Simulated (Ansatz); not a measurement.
Mulliken charges of C2H3ClFN (`FC/N=C/Cl`) from PBE/def2-TZVPP in Ansatz (PBE0-D4/def2-TZVP geometry).

```tsv
atom	x (Å)	y (Å)	z (Å)	charge (e)
F1	0.246	-0.860	1.419	-0.210
C2	0.960	-0.059	0.543	0.107
N3	0.215	0.418	-0.559	-0.138
C4	-0.987	0.115	-0.690	-0.021
Cl5	-1.905	0.691	-2.030	-0.052
H6	1.335	0.798	1.111	0.105
H7	1.802	-0.649	0.169	0.105
H8	-1.573	-0.511	-0.019	0.104
```

**Question.** By hand: the dipole of these point charges (1 e Å = 4.8032 D).

**Answer.** Σ q r = (0.307, 0.041, 0.090) e Å, of length 0.323 e Å = 1.55 D.

**Question.** How does the dipole of the full density compare? (Estimate.)

**Answer.** The calculation gave: (0.124, -0.059, 0.152) e Å, 0.98 D; the point charges give 1.58 times that, at 42° from its direction.

Point charges leave out the atoms' own dipoles, such as those of lone pairs, and Mulliken's split depends on the basis, so the two needn't agree.
